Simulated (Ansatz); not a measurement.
Input for Ansatz (a quantum-chemistry and plane-wave program): U-wB97X-V/def2-TZVPPD on H (SMILES [H]), 2S+1 = 2. Files ending in .json are basis or fitting sets from the Basis Set Exchange.

Ansatz 0.2 input:
```yaml
crystal:
  periodic: [false, false, false]
  atoms:
    - {symbol: H, position_ang: [0.00000000, 0.00000000, 0.00000000]}
basis:
  gaussian:
    orbitals: def2-TZVPPD.json
hamiltonian:
  xc: {name: wB97X-V}
magnetization: {spin_polarized: true, initial_magnetization: 1}
```

The head of its log:

```
WARN ansatz: RAYON_NUM_THREADS=2 ignored (pool sized by the plan → 2); use --threads N
Functional definition: wB97X-V
integrals: 0.00 GiB planned
59 factors; their error is unknown
integrals: 0.04 GiB planned
26 factors; integrals over basis functions are off by at most 8.0e-5 eV
mean field: 0.05 GiB planned
mean field evaluation 1: about -13.6000 eV, gradient 1.1e0 eV
mean field evaluation 2: about -13.6173 eV, gradient 2.8e-1 eV
```

Question: What total energy does the run end on?

Answer: -0.5005 hartree.
